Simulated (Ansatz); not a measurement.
The input, for Ansatz 0.2.0:

```yaml
crystal:
  periodic: [false, false, false]
  atoms:
    - {symbol: B, position_ang: [0.000000, 0.000000, 0.000000]}
    - {symbol: H, position_ang: [0.414685, 0.812495, 0.810653]}
    - {symbol: H, position_ang: [-0.424327, -0.807694, 0.810461]}
    - {symbol: H, position_ang: [-0.412812, 0.808646, -0.815443]}
    - {symbol: H, position_ang: [0.422454, -0.813448, -0.805671]}
basis:
  gaussian: {orbitals: 6-31G}
magnetization: {spin_polarized: false, initial_magnetization: 1}
correlation: {method: ccsdtq, electrons: outside_noble_gas}
```

```sh
$ ansatz run in.yaml --threads 1 --pin off --events-out ev --progress --plain --max-ram 2393MiB
```

Output:

```
398 factors; integrals over basis functions are off by at most 6.1e-8 eV
mean field evaluation 1: about -730.2635 eV, gradient 9.2e0 eV
mean field evaluation 2: about -730.2636 eV, gradient 9.2e0 eV
mean field evaluation 4: about -730.5979 eV, gradient 1.8e-1 eV
mean field evaluation 8: about -730.5980 eV, gradient 9.5e-5 eV
mean field evaluation 16: about -727.1557 eV, gradient 6.4e-1 eV
mean field evaluation 32: about -727.1587 eV, gradient 2.6e-2 eV
mean field -730.59797607 eV, -26.8489804036 hartree, gradient 4.6e-7 eV, S^2 0.750000; 2 other end points of the search recorded, 0 dependent functions left out
determinant -730.59797607 eV, -26.8489804036 hartree, with singles and doubles -733.21658434 eV, -26.9452124823 hartree
determinant -727.15799524 eV, -26.7225634398 hartree, with singles and doubles -730.09778747 eV, -26.8305988113 hartree
1 core orbitals not correlated: weight in the atoms' cores, before any rotation towards them, 1.000 or more for the frozen orbitals, at most 0.000 for the correlated occupied ones
reference -730.59797607 eV, -26.8489804036 hartree; 4, 3 occupied and 12, 13 virtual orbitals, 398 factors
second order -1.94907880 eV of doubles, -0.04576634 eV of singles
cycle   1  -2.42927193 eV  change   -4.3e-1 eV  update   5.2e-2
cycle   2  -2.66305636 eV  change   -2.3e-1 eV  update   2.3e-2
cycle   3  -2.67497433 eV  change   -1.2e-2 eV  update   6.1e-3
cycle   4  -2.67906907 eV  change   -4.1e-3 eV  update   2.2e-3
cycle   5  -2.67816261 eV  change    9.1e-4 eV  update   7.9e-4
cycle   6  -2.67829795 eV  change   -1.4e-4 eV  update   2.3e-4
cycle   7  -2.67825191 eV  change    4.6e-5 eV  update   6.3e-5
cycle   8  -2.67822565 eV  change    2.6e-5 eV  update   2.2e-5
cycle   9  -2.67823104 eV  change   -5.4e-6 eV  update   5.8e-6
cycle  10  -2.67823377 eV  change   -2.7e-6 eV  update   1.9e-6
cycle  11  -2.67823392 eV  change   -1.5e-7 eV  update   5.8e-7
Total energy: -733.27621000 eV, -26.9474036849 hartree
```

For the same geometry and basis full CI lies 0.0 meV lower.

Ran on 1 thread of Intel Xeon, shared host: 29 s wall, 0.18 GiB peak host memory.
